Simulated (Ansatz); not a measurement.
# CH4N2: interaction energy of a dimer with the counterpoise correction, by script

How strongly do two molecules of CH4N2 bind, and how much of that is basis error? The task is the interaction energy of a dimer with the counterpoise correction, for CH4N2.

Program: the Python package of Ansatz 0.2.0. Level of theory: B3LYP+D3(BJ)/cc-pVDZ. These are calculated values, not measurements.

**1. Starting point**

Bond lengths: N1–C2 1.284 Å, C2–N3 1.317 Å, N1–H4 1.032 Å, C2–H5 1.101 Å, N3–H6 1.039 Å, N3–H7 1.031 Å. Angles: N1–C2–N3 119.5°, N1–C2–H5 125.8°, N3–C2–H5 114.6°, C2–N1–H4 103.4°, C2–N3–H6 118.5°, C2–N3–H7 115.8°, H6–N3–H7 111.3°.

The script holds or builds the structure itself.

**2. The script**

Input file ch4n2.py:

```python
'''Binding of a CH4N2 dimer at a trial geometry.'''

import logging
import sys

import ansatz as az

logging.basicConfig(stream=sys.stdout, format='[%(levelname)s] %(message)s')
logger = logging.getLogger('ch4n2')
logger.setLevel(logging.INFO)

FIRST = [
    ('N', (-0.8862, -0.858, -0.5529)),
    ('C', (-0.218, 0.185, -0.2154)),
    ('N', (0.94, 0.0446, 0.3957)),
    ('H', (-1.7111, -0.4672, -1.0343)),
    ('H', (-0.5065, 1.2281, -0.4161)),
    ('H', (1.2303, 0.7704, 1.0804)),
    ('H', (1.1518, -0.9031, 0.7424)),
]
SECOND = [
    ('N', (-4.2577, -2.3258, -1.5319)),
    ('C', (-3.9026, -2.7432, -2.6929)),
    ('N', (-4.5704, -3.7251, -3.2621)),
    ('H', (-3.6044, -1.5484, -1.3479)),
    ('H', (-3.0837, -2.3322, -3.3029)),
    ('H', (-4.057, -4.3753, -3.8895)),
    ('H', (-5.2262, -4.2345, -2.6509)),
]

def energy(atoms, ghosts=()):
    molecule = az.Crystal.molecule()
    for symbol, xyz in atoms:
        molecule = molecule.atom(symbol, xyz)
    calc = (
        molecule.calculation()
        .basis(gaussian='cc-pVDZ')
        .functional('B3LYP', dispersion='d3bj')
    )
    deck = calc.input()
    if ghosts:
        deck = deck.set(az.key.basis.gaussian.ghost_atoms, [{'symbol': s, 'position_ang': list(xyz)} for s, xyz in ghosts])
    return az.Session.from_dict(deck).plan().execute().report['free_energy_ev']

# ghost atoms carry the functions of the partner
both = energy(FIRST + SECOND)
alone = energy(FIRST) + energy(SECOND)
ghosted = energy(FIRST, SECOND) + energy(SECOND, FIRST)
logger.info(f'dimer {both:.6f} eV')
logger.info(f'interaction, uncorrected   {23.060548 * (both - alone):8.3f} kcal/mol')
logger.info(f'interaction, counterpoise  {23.060548 * (both - ghosted):8.3f} kcal/mol')
logger.info(f'basis-set superposition    {23.060548 * (alone - ghosted):8.3f} kcal/mol')
```

**3. The run**

Started as:

```console
python ch4n2.py
```

**Question.** How large is the interaction at this pose, and how much of it is basis-set superposition?

As calculated:

| quantity | value |
| --- | --- |
| interaction energy, uncorrected | -1.082 kcal/mol |
| interaction energy, counterpoise | -0.385 kcal/mol |
| runs compared | 5 |

In words: The counterpoise correction takes away 64 % of the apparent binding. Uncorrected it is -1.082 kcal/mol, with the counterpoise correction -0.385 kcal/mol; the difference, 0.70 kcal/mol, is the superposition error. The dimer is a generated trial pose of unrelaxed monomers, not a minimum, so the figure is no binding energy, and the basis set is small. b3lyp holds the VWN-RPA fit, as in Gaussian; the form of ORCA and Turbomole is b3lyp5.
